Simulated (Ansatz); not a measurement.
C3H7, SMILES C[CH]C, multiplicity 2.

The structure is a stationary point at PBE0-D3(BJ)/def2-TZVP. The isomer is the one that the SMILES or the coordinates give; other isomers of the formula were not compared.

Two levels are set side by side: PBE/def2-SVPD (Ansatz, a program for electronic structure) and CAM-B3LYP/def2-SVPD (Ansatz). Energy differences of separate SCF runs at the same geometry; the states with an electron removed or added have multiplicity 1 and 1. Differences are taken from unrounded values.

```
quantity                         CAM-B3LYP
-------------------------------  ---------
vertical ionisation energy (eV)       7.78
```

What does PBE give, and how far is it from CAM-B3LYP? (An estimate is asked for; the answer gives what the named calculation found.)


```json
[
 {"quantity": "vertical ionisation energy (eV)", "PBE": "7.60", "PBE minus CAM-B3LYP": "-0.18"}
]
```
